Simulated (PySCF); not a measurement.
Ionisation energy of S by level of theory

S [Ne] 3s2 3p4 (3P) → S⁺ [Ne] 3s2 3p3 (4S), as a difference of total energies. Computed with PySCF 2.14 in x2c-QZVPPall (9s6p4d2f1g, 70 functions), with scalar relativity by spin-free X2C-1e. Correlated levels: valence: [Ne] frozen. The calculations carry no spin-orbit coupling.

```csv
method,ionisation energy (eV)
UHF,9.219
MP2 (valence),10.069
SCS-MP2 (valence),10.168
CCSD (valence),10.182
CCSD(T) (valence),10.226
```

**Question.** How much does correlation contribute at CCSD(T) (valence)?

**Answer.** 10.226 − (9.219) = 1.007 eV, measured against UHF.

Errors of the correlated levels include the incompleteness of this basis and the frozen core.

For comparison: 10.336 eV (measured; NIST levels, between the centres of gravity of the two terms).
